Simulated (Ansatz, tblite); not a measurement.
# SiH2: a ladder of methods and basis sets

How do method and basis change the picture of SiH2 (singlet)?

The runs use Ansatz 0.2.0, Gaussian basis; as each input shows.

Plan: GFN1-xTB, GFN2-xTB, PBE-D4/def2-TZVP, r2SCAN-D4/def2-TZVP, r2SCANh-D4/def2-TZVP, HSE06-D4/def2-TZVP, ωB97M-V/def2-TZVP, CAM-B3LYP-D4/def2-TZVP, B2PLYP/def2-TZVP, HF/def2-TZVP, r2SCAN0-D4/def2-TZVP, PBE-D4/def2-SVP, PBE0-D4/def2-SVP, HF/STO-3G, PBE0-D4/def2-TZVPD, PBE-D4/def2-TZVPD, r2SCAN-D4/def2-TZVPD, CCSD(T)/def2-TZVPP, MP2/def2-TZVP, RPA/def2-TZVP, CCSD(T)/def2-TZVPD.

**1. The geometry**

The geometry is that of the singlet, from an earlier relaxation (r2SCAN-D4/def2-TZVP).

3 atoms, charge 0, spin multiplicity 1.

Bond lengths: Si1–H2 1.525 Å, Si1–H3 1.525 Å. Angles: H2–Si1–H3 90.8°.

PBE0-D4/def2-TZVP was run before; its log isn't repeated, and its numbers join the tables.

**2. GFN1-xTB**

Tight binding, by tblite at 300 K electronic temperature and without a spin-polarisation term:

```python
tblite.interface.Calculator('GFN1-xTB', numbers, positions, charge=0, uhf=0).singlepoint()
```

Energy -77.0097 eV, HOMO -10.22 eV, LUMO -7.63 eV; 0.002 s.

**3. GFN2-xTB**

Tight binding, by tblite at 300 K electronic temperature and without a spin-polarisation term:

```python
tblite.interface.Calculator('GFN2-xTB', numbers, positions, charge=0, uhf=0).singlepoint()
```

Energy -72.6118 eV, HOMO -8.65 eV, LUMO -6.37 eV; 0.001 s.

**4. PBE-D4/def2-TZVP**

start.molden holds the orbitals of an earlier run on this state, given as this run's starting guess.

in.yaml

```yaml
crystal:
  periodic: [false, false, false]
  atoms:
    - {symbol: Si, position_ang: [0.005873, -0.008885, -0.713619]}
    - {symbol: H, position_ang: [1.082244, -0.019050, 0.366034]}
    - {symbol: H, position_ang: [-1.088118, 0.027935, 0.347585]}
basis:
  gaussian: {orbitals: def2-TZVP, initial_orbitals: start.molden}
hamiltonian: {xc: pbe, dispersion: d4}
scf: {omitted_lower_state_checks: [starts]}
output: {orbitals: {seedname: orbitals}}
```

Launch:

```
$ ansatz run in.yaml --threads 4 --pin off --events-out ev --progress --plain --max-ram 3916MiB
```

After this run come: r2SCAN-D4/def2-TZVP; r2SCANh-D4/def2-TZVP; HSE06-D4/def2-TZVP; ωB97M-V/def2-TZVP; CAM-B3LYP-D4/def2-TZVP; B2PLYP/def2-TZVP; HF/def2-TZVP; r2SCAN0-D4/def2-TZVP; PBE-D4/def2-SVP; PBE0-D4/def2-SVP; HF/STO-3G; PBE0-D4/def2-TZVPD; PBE-D4/def2-TZVPD; r2SCAN-D4/def2-TZVPD; CCSD(T)/def2-TZVPP; MP2/def2-TZVP; RPA/def2-TZVP; CCSD(T)/def2-TZVPD.

**Question.** What will the summary of the whole plan be? Wanted: gap in def2-TZVP, named functionals and Hartree-Fock, smallest and largest; correlation energy, CCSD(T)/def2-TZVPP; correlation energy, MP2/def2-TZVP; correlation energy, CCSD(T)/def2-TZVPD; binding an atom, CCSD(T)/def2-TZVPP; PBE0 total energy, smallest basis above largest.

The runs gave:

| quantity | value |
| --- | --- |
| gap in def2-TZVP, named functionals and Hartree-Fock, smallest and largest | 1.82 eV (PBE-D4), 9.40 eV (HF) |
| correlation energy, CCSD(T)/def2-TZVPP | -3.83 eV |
| correlation energy, MP2/def2-TZVP | -2.78 eV |
| correlation energy, CCSD(T)/def2-TZVPD | -3.69 eV |
| binding an atom, CCSD(T)/def2-TZVPP | 2.174 eV |
| PBE0 total energy, smallest basis above largest | 2.75 eV (def2-SVP, def2-TZVPD) |

What this shows: Over the named functionals and Hartree-Fock in def2-TZVP the gap runs from 1.82 eV (PBE-D4) to 9.40 eV (HF); exact exchange widens it. A small miss in a minimal or small basis is a cancelling of errors, not accuracy. The functionals in def2-TZVP miss CCSD(T)/def2-TZVPP by -0.040 (PBE0-D4) to +0.070 eV (ωB97M-V) an atom. The reference is CCSD(T) in one finite basis, so it carries an error of its own, often a tenth of an eV or more, and near misses can't be ranked.
